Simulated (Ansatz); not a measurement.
Input file:

```yaml
crystal:
  periodic: [false, false, false]
  atoms:
    - {symbol: Hf, position_ang: [0.000000, 0.000000, 0.000000]}
    - {symbol: F, position_ang: [0.000000, 0.000000, 1.816400]}
basis:
  gaussian: {orbitals: def2-SVP, point_charges: [{charge: 1.00, position_ang: [3.924, 0.749, -0.533]}]}
total_charge: 1
magnetization: {spin_polarized: true, initial_magnetization: 4}
hamiltonian: {xc: {name: r2SCAN}}
correlation: {method: bccd, electrons: outside_noble_gas}
scf: {lower_state_search: off}
```

```sh
$ ansatz run in.yaml --threads 1 --pin off --events-out ev --progress --plain --max-ram 2393MiB
```

Output:

```
these checks for a lower state are left out or cut short: stability, starts, cluster_reference, orbital_swaps, neighbouring_geometries, increment
450 factors; integrals over basis functions are off by at most 7.0e-4 eV
mean field evaluation 1: about -3995.4823 eV, gradient 3.6e1 eV
mean field evaluation 2: about -3995.4615 eV, gradient 3.6e1 eV
mean field evaluation 4: about -4000.6607 eV, gradient 6.0e0 eV
mean field evaluation 8: about -4000.9013 eV, gradient 3.0e-1 eV
mean field evaluation 16: about -4001.0700 eV, gradient 1.5e-1 eV
mean field evaluation 32: about -4001.0997 eV, gradient 5.6e-4 eV
mean field -4001.09968971 eV, -147.0377015541 hartree, gradient 1.2e-6 eV, S^2 6.003212; 0 other end points of the search recorded, 0 dependent functions left out
5 core orbitals not correlated, not the lowest: weight in the atoms' cores, before any rotation towards them, 0.794 or more for the frozen orbitals, at most 0.326 for the correlated occupied ones
reference -3978.73977272 eV, -146.2159897608 hartree; 7, 3 occupied and 34, 38 virtual orbitals, 450 factors
second order -4.38951861 eV of doubles, -0.17384924 eV of singles
cycle   1  -4.74762216 eV  change   -1.9e-1 eV  update   5.0e-2
cycle   2  -4.83927202 eV  change   -9.2e-2 eV  update   1.9e-2
cycle   3  -4.87295024 eV  change   -3.4e-2 eV  update   9.1e-3
cycle   4  -4.87101278 eV  change    1.9e-3 eV  update   4.3e-3
...
cycle  24  -4.87522037 eV  change    3.8e-6 eV  update   4.2e-5
cycle  25  -4.87521893 eV  change    1.4e-6 eV  update   3.6e-5
cycle  26  -4.87521422 eV  change    4.7e-6 eV  update   3.1e-5
cycle  27  -4.87521043 eV  change    3.8e-6 eV  update   2.8e-5
cycle  28  -4.87520853 eV  change    1.9e-6 eV  update   2.5e-5
cycle  29  -4.87520533 eV  change    3.2e-6 eV  update   2.2e-5
cycle  30  -4.87520559 eV  change   -2.5e-7 eV  update   1.8e-5
cycle  31  -4.87520232 eV  change    3.3e-6 eV  update   1.6e-5
cycle  32  -4.87520134 eV  change    9.7e-7 eV  update   1.4e-5
cycle  33  -4.87520035 eV  change    1.0e-6 eV  update   1.1e-5
Total energy: -3983.61497307 eV, -146.3951500691 hartree
Checks for a lower state left out: stability, starts, cluster_reference, orbital_swaps, neighbouring_geometries, increment
```

Ran on 1 thread of Intel Xeon 6975P-C, shared host: 11 s wall, 0.19 GiB peak host memory.
